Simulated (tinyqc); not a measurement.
CIS on RHF in the sto-3g basis, for BH2+, spin multiplicity 1, step by step. One step of it, computed by the program tinyqc.

Question. CIS matrix, triplets. A(ia,jb) = (e_a - e_i) d_ij d_ab - (ij|ab).

orbital energies (hartree): MO1 -7.933524, MO2 -0.963001, MO3 -0.822277, MO4 -0.226503, MO5 -0.163393, MO6 0.191575, MO7 0.304558

Two-electron integrals over orbitals (pq|rs), unique and non-zero (hartree):
```
(11|11) 2.891393    (21|11) -0.258123   (21|21) 0.036638    (22|11) 0.618113
(22|21) -0.008420   (22|22) 0.468656    (31|31) 0.008827    (32|31) 0.014746
(32|32) 0.141601    (33|11) 0.554064    (33|21) -0.003589   (33|22) 0.460630
(33|33) 0.478937    (41|11) 0.136995    (41|21) -0.017267   (41|22) 0.012266
(41|33) 0.005939    (41|41) 0.025640    (42|11) -0.074947   (42|21) 0.006240
(42|22) 0.018060    (42|33) 0.016341    (42|41) 0.013934    (42|42) 0.071178
(43|31) -0.002119   (43|32) 0.024394    (43|43) 0.031008    (44|11) 0.703478
(44|21) -0.011775   (44|22) 0.442742    (44|33) 0.425568    (44|41) -0.010812
(44|42) -0.073078   (44|44) 0.575445    (51|51) 0.021668    (52|51) 0.022077
(52|52) 0.075268    (53|53) 0.018867    (54|51) -0.011372   (54|52) -0.031069
(54|54) 0.041659    (55|11) 0.742009    (55|21) -0.009627   (55|22) 0.470840
(55|33) 0.436036    (55|41) 0.004765    (55|42) -0.038283   (55|44) 0.506692
(55|55) 0.586773    (61|11) -0.196369   (61|21) 0.029771    (61|22) -0.001912
(61|33) -0.000655   (61|41) -0.004234   (61|42) 0.013597    (61|44) -0.016606
(61|55) -0.005531   (61|61) 0.029766    (62|11) 0.195378    (62|21) -0.006486
(62|22) 0.049191    (62|33) 0.010883    (62|41) 0.013096    (62|42) -0.003344
(62|44) 0.058449    (62|55) 0.099333    (62|61) 0.000897    (62|62) 0.087380
(63|31) 0.000876    (63|32) -0.067742   (63|43) -0.026567   (63|63) 0.076794
(64|11) 0.086756    (64|21) 0.000019    (64|22) 0.024481    (64|33) 0.002665
(64|41) 0.005514    (64|42) -0.000588   (64|44) 0.040901    (64|55) 0.041122
(64|61) 0.003500    (64|62) 0.048679    (64|64) 0.034105    (65|51) 0.016554
(65|52) 0.050792    (65|54) -0.011099   (65|65) 0.042103    (66|11) 0.600091
(66|21) -0.006877   (66|22) 0.472392    (66|33) 0.466160    (66|41) 0.021132
(66|42) 0.054976    (66|44) 0.408738    (66|55) 0.444684    (66|61) 0.004955
(66|62) 0.032739    (66|64) 0.017989    (66|66) 0.522265    (71|31) 0.013539
(71|32) 0.020225    (71|43) -0.003674   (71|63) 0.001475    (71|71) 0.020884
(72|31) 0.007901    (72|32) -0.014598   (72|43) -0.031040   (72|63) 0.050572
(72|71) 0.011547    (72|72) 0.053852    (73|11) 0.220612    (73|21) -0.006179
(73|22) 0.041403    (73|33) 0.024632    (73|41) -0.000649   (73|42) -0.051931
(73|44) 0.101470    (73|55) 0.107735    (73|61) -0.006310   (73|62) 0.070861
(73|64) 0.038389    (73|66) -0.005803   (73|73) 0.108580    (74|31) -0.008436
(74|32) -0.068556   (74|43) 0.003600    (74|63) 0.040063    (74|71) -0.012374
(74|72) 0.004017    (74|74) 0.053876    (75|53) 0.016571    (75|75) 0.018356
(76|31) 0.009794    (76|32) 0.117266    (76|43) 0.037272    (76|63) -0.081193
(76|71) 0.013501    (76|72) -0.041705   (76|74) -0.056458   (76|76) 0.125701
(77|11) 0.644885    (77|21) -0.008949   (77|22) 0.462226    (77|33) 0.479727
(77|41) 0.003985    (77|42) -0.001201   (77|44) 0.458309    (77|55) 0.457104
(77|61) -0.006651   (77|62) 0.011500    (77|64) 0.001113    (77|66) 0.475826
(77|73) 0.035110    (77|77) 0.508568
```

Give: CIS matrix A, triplet.

Answer.

CIS matrix A, triplet (hartree), lower triangle:
```
         1>4     1>5      1>6      1>7      2>4     2>5      2>6      2>7
1>4   7.0035
1>5   0.0000  7.0281
1>6  -0.0868  0.0000   7.5250
1>7   0.0000  0.0000   0.0000   7.5932
2>4   0.0118  0.0000   0.0000   0.0000   0.2938
2>5   0.0000  0.0096   0.0000   0.0000   0.0000  0.3288
2>6   0.0000  0.0000   0.0069   0.0000  -0.0245  0.0000   0.6822
2>7   0.0000  0.0000   0.0000   0.0089   0.0000  0.0000   0.0000   0.8053
3>4   0.0000  0.0000   0.0000   0.0084   0.0000  0.0000   0.0000   0.0686
3>5   0.0000  0.0000   0.0000   0.0000   0.0000  0.0000   0.0000   0.0000
3>6   0.0000  0.0000   0.0000  -0.0098   0.0000  0.0000   0.0000  -0.1173
3>7   0.0084  0.0000  -0.0098   0.0000   0.0686  0.0000  -0.1173   0.0000

         3>4     3>5     3>6     3>7
3>4   0.1702
3>5   0.0000  0.2228
3>6  -0.0027  0.0000  0.5477
3>7   0.0000  0.0000  0.0000  0.6471
```
